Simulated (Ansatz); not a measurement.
# SiNF+ (quartet): from Hartree-Fock to the top rungs, cc-pVDZ

How much of the correlation energy of SiNF+ (quartet) does each wave-function method recover here?

The runs use Ansatz 0.2.0, Gaussian basis; cc-pVDZ, core rule «outside noble gas», up to 7 orbitals frozen.

Plan: UHF; CCSD(T) on ROHF; CCSD(T) on UHF; BCCD(T) on ROHF; CISD; CCSDT(Q) on ROHF; CCSDT(Q) on UHF.

33 further runs of the same task are left out: 5 for a known fault of the program, 13 that didn't finish, 15 set aside as unsound or not needed.

**1. The geometry**

The geometry is a PBE0/def2-TZVP stationary point (not a proven minimum) of the parent state, kept for this charge and spin.

3 atoms, charge 1, spin multiplicity 4.

Atoms are counted from 1 here; the program's logs count them from 0.

Bond lengths: F1–Si3 1.593 Å, N2–Si3 1.670 Å. Angles: F1–Si3–N2 114.3°.

**2. UHF**

File in.yaml:

```yaml
crystal:
  periodic: [false, false, false]
  atoms:
    - {symbol: F, position_ang: [0.000000, 0.363379, 1.250957]}
    - {symbol: N, position_ang: [0.000000, 0.458595, -1.488424]}
    - {symbol: Si, position_ang: [0.000000, -0.474516, -0.103907]}
basis:
  gaussian: {orbitals: cc-pVDZ}
total_charge: 1
magnetization: {spin_polarized: true, initial_magnetization: 3}
hamiltonian: {xc: hf}
output: {orbitals: {seedname: orbitals}}
```

The run is started by

```sh
> ansatz run in.yaml --threads 1 --pin off --events-out ev --progress --plain --max-ram 2393MiB
```

Further steps of the session: CCSD(T) on ROHF; CCSD(T) on UHF; BCCD(T) on ROHF; CISD; CCSDT(Q) on ROHF; CCSDT(Q) on UHF.

Before running them: what should the planned runs give, taken together? Wanted: UCCSDT(Q) below the RHF energy; RMP2 from UCCSDT(Q); UMP2 from UCCSDT(Q); RCCSD from UCCSDT(Q); RCCSD(T) from UCCSDT(Q); UCCSD(T) from UCCSDT(Q); RCCSDT(Q) from UCCSDT(Q); T1 diagnostic.

As calculated:

| quantity | value |
| --- | --- |
| UCCSDT(Q) below the RHF energy | -10.4173 eV |
| RMP2 from UCCSDT(Q) | +1007.5 meV |
| UMP2 from UCCSDT(Q) | +998.3 meV |
| RCCSD from UCCSDT(Q) | +331.7 meV |
| RCCSD(T) from UCCSDT(Q) | +66.8 meV |
| UCCSD(T) from UCCSDT(Q) | +64.4 meV |
| RCCSDT(Q) from UCCSDT(Q) | +8.6 meV |
| levels within 1 kcal/mol (43 meV) | RCCSDT, UCCSDT, RCCSDT(Q) |
| T1 diagnostic | 0.036 |

**Reading.** RCCSD(T) misses by +66.8 meV, 0.6 % of the correlation energy. These misses are within one basis, not against nature; the frozen cores of restricted and unrestricted runs differ, which can shift their rows.
